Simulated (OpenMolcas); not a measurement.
# BNH6O (SMILES [NH3+][BH2-]O): levels of theory compared

Wanted: a comparison of 4 runs (HF/3-21G, HF/pcseg-1, B3LYP/6-31G*, BLYP/def2-SVP) of BNH6O. 

The calculation is run with OpenMolcas 26.06.

1 further run of the same task is left out (set aside as unsound or not needed).

## Step 1: The molecule

BNH6O: 9 atoms, total charge 0, spin state singlet. As SMILES, `[NH3+][BH2-]O`. Geometry: relaxed at GFN2-xTB. This is one conformer, not always the lowest.

Bond lengths: N1–B2 1.790 Å, B2–O3 1.407 Å, N1–H4 1.012 Å, N1–H5 1.012 Å, N1–H6 1.013 Å, B2–H7 1.186 Å, B2–H8 1.195 Å, O3–H9 0.955 Å. Some angles: N1–B2–O3 103.8°, N1–B2–H7 101.1°, N1–B2–H8 101.9°, O3–B2–H7 112.3°, O3–B2–H8 117.8°, B2–N1–H4 109.7°, B2–N1–H5 104.6°, B2–N1–H6 110.3°, B2–O3–H9 113.0°, H7–B2–H8 116.7°.

## Step 2: Energy and gradient at HF/3-21G (run 1)

mol.inp reads:

```
* BH6NO Hartree-Fock

&GATEWAY
  BasLib = $CurrDir
  Coord
  9
  angstrom
  N       -0.594820       0.588420      -0.642590
  B        0.419800      -0.664420       0.134950
  O        1.082380       0.030930       1.163530
  H       -0.993350       0.223030      -1.497480
  H        0.043730       1.349630      -0.837240
  H       -1.321570       0.896120      -0.008140
  H        1.148200      -0.953250      -0.755160
  H       -0.393550      -1.480850       0.449290
  H        0.609180       0.010380       1.992840
  Basis = 3-21G
  Group = NoSym

&SEWARD

&SCF
  Thresholds = 1e-10 1e-07 1e-07 1e-05
  PrOrbitals = 0

&ALASKA
```

The basis set 3-21G is read from a file made from the Basis Set Exchange's data (not shown).

Run with:

```bash
$ export MOLCAS_MEM=1860
$ pymolcas mol.inp > mol.log
```

Log:

```text
--- Start Module: gateway ---
[...]
--- Stop Module: gateway /rc=_RC_ALL_IS_WELL_ ---
[...]
      Basis functions           39
[...]
--- Start Module: scf ---
[...]
       Convergence after  12 Iterations
[...]
::    Total SCF energy                               -156.6616087388
[...]
      Total spin, S                                     0.0000000000
[...]
      Total electronic charge=   26.000000
      Total            charge=   -0.000000
[...]
      Dipole Moment (debye):
      Origin of the operator (angstrom)=    0.2697    0.0311    0.2218
                   X= -4.2454E+00               Y=  3.1871E+00               Z= -1.3384E+00           Total=  5.4747E+00
      Quadrupole Moment (debye*angstrom):
[...]
--- Stop Module: scf /rc=_RC_ALL_IS_WELL_ ---
--- Start Module: alaska ---
[...]
 *              Molecular gradients               *
 **************************************************
  Irreducible representation: a
 ------------------------------------------------------------------------------------------
                              X                       Y                       Z
 ------------------------------------------------------------------------------------------
  N1                4.40860461610626E-04    3.19954408338874E-04    1.76287830715705E-03
  B2                6.12206425769601E-03    3.18030015531168E-03    1.58775039823240E-02
  O3               -9.96568876604709E-03   -1.11529896391502E-02   -1.47665807084163E-02
  H4               -3.40301781980079E-04   -1.54376617692531E-03   -2.05926175324223E-03
  H5                2.49632019138568E-03    1.47603753312753E-03   -1.03561684703157E-04
  H6               -1.96159324854950E-03    7.68194321352667E-04    3.00002244651276E-03
  H7               -2.56002359630747E-03    3.20672955698953E-03    8.46935067492405E-03
  H8                6.86035590633205E-03    5.91451060817194E-03   -2.07329153697033E-04
[...]
--- Stop Module: alaska /rc=_RC_ALL_IS_WELL_ ---
[...]
```

Run time: 1.9 s. Hardware: 1 thread of Arm Neoverse V2, shared host; peak memory 0.37 GiB.

## Step 3: Energy and forces at HF/pcseg-1 (run 2)

geom.xyz reads:

```xyz
9

N     -0.594820     0.588420    -0.642590
B      0.419800    -0.664420     0.134950
O      1.082380     0.030930     1.163530
H     -0.993350     0.223030    -1.497480
H      0.043730     1.349630    -0.837240
H     -1.321570     0.896120    -0.008140
H      1.148200    -0.953250    -0.755160
H     -0.393550    -1.480850     0.449290
H      0.609180     0.010380     1.992840
```

calc.input reads:

```
>>> EXPORT MOLCAS_PRINT=2
&gateway
baslib=$CurrDir
coord=geom.xyz
basis=pcseg-1
group=NoSym
&seward
&scf
thresholds=1e-10 1e-07 1e-07 1e-05
prorbitals=1 2
&alaska
```

The basis set pcseg-1 is read from a file made from the Basis Set Exchange's data (not shown).

Run with:

```bash
$ export MOLCAS_MEM=1860
$ pymolcas calc.input > calc.log
```

Log:

```text
--- Start Module: gateway ---
[...]
--- Stop Module: gateway /rc=_RC_ALL_IS_WELL_ ---
[...]
      Basis functions           72
[...]
--- Start Module: scf ---
[...]
       Convergence after  13 Iterations
[...]
::    Total SCF energy                               -157.4860690233
[...]
      Total spin, S                                     0.0000000000
[...]
      Total electronic charge=   26.000000
      Total            charge=   -0.000000
[...]
      Dipole Moment (debye):
      Origin of the operator (angstrom)=    0.2697    0.0311    0.2218
                   X= -3.9364E+00               Y=  2.9056E+00               Z= -1.3429E+00           Total=  5.0736E+00
      Quadrupole Moment (debye*angstrom):
[...]
--- Stop Module: scf /rc=_RC_ALL_IS_WELL_ ---
[...]
--- Start Module: alaska ---
[...]
 *              Molecular gradients               *
 **************************************************
  Irreducible representation: a
 ------------------------------------------------------------------------------------------
                              X                       Y                       Z
 ------------------------------------------------------------------------------------------
  N1               -4.79699796657229E-03    5.32554851448119E-03   -2.74679914045639E-03
  B2                7.87564350248626E-04   -5.92444895300792E-03   -9.59782810991960E-04
  O3                4.97973411213426E-03   -4.73196438783718E-03   -1.92420274045397E-02
  H4               -2.43999508091397E-04   -7.19711056770089E-03   -5.22438609032028E-03
  H5                8.95510386179366E-03    2.90207547408228E-03    9.50838337937077E-04
  H6               -4.35318693432674E-03   -4.18366051301300E-04    8.82110883207998E-03
  H7               -3.69534379089820E-03    3.46687672400026E-03    9.30831831875834E-03
  H8                5.98443369161439E-03    5.50465958497792E-03   -1.97585067491191E-03
[...]
--- Stop Module: alaska /rc=_RC_ALL_IS_WELL_ ---
[...]
```

Run time: 4.2 s. Hardware: 1 thread of Arm Neoverse V2, shared host; peak memory 0.42 GiB.

Run 3 isn't shown in full; the table further down has it.

## Step 4: Energy and gradient at BLYP/def2-SVP (run 4)

job.input reads:

```
&GATEWAY
BasLib=$CurrDir
Coord
9
angstrom
N       -0.594820       0.588420      -0.642590
B        0.419800      -0.664420       0.134950
O        1.082380       0.030930       1.163530
H       -0.993350       0.223030      -1.497480
H        0.043730       1.349630      -0.837240
H       -1.321570       0.896120      -0.008140
H        1.148200      -0.953250      -0.755160
H       -0.393550      -1.480850       0.449290
H        0.609180       0.010380       1.992840
Basis=def2-SVP
Group=NoSym
&SEWARD
GridInput
Grid=UltraFine
End of Grid
&SCF
KSDFT=BLYP
Thresholds=1e-10 1e-07 1e-07 1e-05
PrOrbitals=1 2
&ALASKA
```

The basis set def2-SVP is read from a file made from the Basis Set Exchange's data (not shown).

Run with:

```bash
$ export MOLCAS_MEM=1860
$ pymolcas job.input > job.log
```

Log:

```text
--- Start Module: gateway ---
[...]
--- Stop Module: gateway /rc=_RC_ALL_IS_WELL_ ---
[...]
      Basis functions           72
[...]
--- Start Module: scf ---
[...]
       Convergence after  14 Iterations
[...]
::    Total KS-DFT energy                            -158.2894949294
[...]
      Total spin, S                                     0.0000000000
[...]
      Total electronic charge=   26.000000
      Total            charge=   -0.000000
[...]
      Dipole Moment (debye):
      Origin of the operator (angstrom)=    0.2697    0.0311    0.2218
                   X= -3.6085E+00               Y=  3.1269E+00               Z= -1.1418E+00           Total=  4.9094E+00
      Quadrupole Moment (debye*angstrom):
[...]
--- Stop Module: scf /rc=_RC_ALL_IS_WELL_ ---
[...]
--- Start Module: alaska ---
[...]
 *              Molecular gradients               *
 **************************************************
  Irreducible representation: a
 ------------------------------------------------------------------------------------------
                              X                       Y                       Z
 ------------------------------------------------------------------------------------------
  N1               -1.15846657411542E-02    1.73555846273246E-02   -7.08204379536537E-03
  B2                6.04224744434800E-03   -1.09767108829208E-02   -4.06793232571223E-03
  O3               -1.76976041863330E-02   -8.93177919009069E-03    2.01395843513819E-03
  H4                7.60419734385587E-03    2.01881551112848E-03    1.31501882733089E-02
  H5               -5.84084204206947E-03   -1.21539533088240E-02    3.97781087918236E-03
  H6                1.03853267568903E-02   -6.06044779484582E-03   -6.12886204251106E-03
  H7               -1.01692587133293E-02    4.34951785375526E-03    1.65117816235232E-02
  H8                1.30770405043947E-02    1.24505164691346E-02   -3.28020320859912E-03
[...]
--- Stop Module: alaska /rc=_RC_ALL_IS_WELL_ ---
[...]
```

Wall time 26 s (1 thread of Arm Neoverse V2, shared host); peak memory 0.42 GiB.

## Step 5: All runs side by side

| run | level | integration grid | energy (Eh) | dipole moment (D) | HOMO energy (eV) | LUMO energy (eV) | wall time |
| --- | --- | --- | --- | --- | --- | --- | --- |
| 1 | HF/3-21G | – | -156.661609 | 5.47 | -10.64 | 6.00 | 1.9 s |
| 2 | HF/pcseg-1 | – | -157.486069 | 5.07 | -11.12 | 3.48 | 4.2 s |
| 3 | B3LYP/6-31G* (spherical functions) | UltraFine | -158.468293 | 4.99 | -6.78 | 1.19 | 19 s |
| 4 | BLYP/def2-SVP | UltraFine | -158.289495 | 4.91 | -5.48 | -0.03 | 26 s |

## Step 6: Summary of results

| quantity | value |
| --- | --- |
| run 4: total energy | -158.28949 Eh |
| run 4: dipole moment | 4.91 D |
| run 4: HOMO energy | -5.48 eV |
| run 4: LUMO energy | -0.03 eV |
| run 4: HOMO–LUMO gap | 5.45 eV |
| run 4: largest force on an atom | 1.133 eV/Å |

**Reading.** The dipole moment (its size) runs from 4.91 D (BLYP/def2-SVP) to 5.47 D (HF/3-21G). The two ends differ in method and basis. The HOMO–LUMO gap runs from 5.45 eV (BLYP/def2-SVP) to 16.64 eV (HF/3-21G). Totals of different functionals can't be ranked against each other. All runs together took 51 s, the longest 26 s.
